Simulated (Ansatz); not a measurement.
This script for a rigid torsion scan of C3H5NS, SMILES C=C=C(N)S with Ansatz's Python interface holds a mistake.

`torsion.py`
```python
'''Energy of C3H5NS as one group turns about a bond.'''

import ansatz as az
from ase import Atoms


def main() -> None:
    atoms = Atoms(['C', 'C', 'C', 'N', 'S', 'H', 'H', 'H', 'H', 'H'], positions=[
        [-1.1255, 1.1846, -0.7673],
        [-0.3285, 0.4134, -0.2268],
        [0.4845, -0.3985, 0.324],
        [0.1105, -1.2342, 1.2975],
        [2.1663, -0.3624, -0.2027],
        [-1.5877, 2.074, -0.2171],
        [-1.4556, 1.0939, -1.8048],
        [-0.9021, -1.4689, 1.1569],
        [0.6401, -2.0415, 1.4443],
        [2.0809, 0.6885, -1.0011],
    ])

    # relax first, so that the scan starts from a minimum
    first = (
        az.Crystal.molecule_from_ase(atoms).calculation()
        .basis(gaussian='def2-SVP')
        .functional('b3lyp', dispersion='d4')
        .relax(force_tolerance=0.02, max_steps=30)
    )
    atoms.positions = first.run(nproc=4, threads=1).report['positions_ang']

    start = atoms.get_dihedral(1, 2, 4, 9)
    energies = {}
    for turn in range(0, 360, 30):
        turned = atoms.copy()
        turned.set_dihedral(1, 2, 4, 9, start + turn, indices=[4, 9])
        job = (
            az.Crystal.molecule_from_ase(turned).calculation()
            .basis(gaussian='def2-SVP')
            .functional('b3lyp', dispersion='d4')
        )
        energies[round((start + turn) % 360)] = job.run(threads=1).report['free_energy_ev']
    floor = min(energies.values())
    print('dihedral C1-C2-S4-H9 (deg)   E - E(min) (kJ/mol)')
    for angle, e in sorted(energies.items()):
        print(f'{angle:8d} {96.485332 * (e - floor):14.3f}  ' + '#' * int(30 * (e - floor) / max(max(energies.values()) - floor, 1e-9)))


if __name__ == '__main__':
    main()
```

```console
$ python torsion.py
Traceback (most recent call last):
  File "torsion.py", line 48, in <module>
    main()
    ~~~~^^
  File "torsion.py", line 28, in main
    atoms.positions = first.run(nproc=4, threads=1).report['positions_ang']
                      ~~~~~~~~~^^^^^^^^^^^^^^^^^^^^
TypeError: Calculation.run() got an unexpected keyword argument 'nproc'
```

Why does it end like this?

The fault: run() has no such keyword. Mended:

```diff
--- before
+++ after
@@ -25,5 +25,5 @@
         .functional('b3lyp', dispersion='d4')
-        .relax(force_tolerance=0.02, max_steps=30)
+        .relax(force_tolerance=0.02, max_steps=80)
     )
-    atoms.positions = first.run(nproc=4, threads=1).report['positions_ang']
+    atoms.positions = first.run(threads=1).report['positions_ang']
```

With that change:

```console
$ python torsion.py
dihedral C1-C2-S4-H9 (deg)   E - E(min) (kJ/mol)
      27         11.540  ######################
      57         13.466  ##########################
      87          7.191  ##############
     117          0.000
     147          1.074  ##
     177         11.063  ######################
     207         15.083  ##############################
     237         11.911  #######################
     267          8.369  ################
     297          3.419  ######
     327          0.527  #
     357          4.170  ########
```

The scan is rigid and the energies are electronic, in a modest basis. With rigid groups the curve can differ much from the relaxed path, the start wasn't checked as a minimum of this torsion, and equivalent turns needn't return to the same energy. b3lyp holds the VWN-RPA fit, as in Gaussian; the form of ORCA and Turbomole is b3lyp5. The whole script took 94 s on 1 thread of Arm Neoverse V1, with other jobs on the host, peak memory 0.26 GiB.
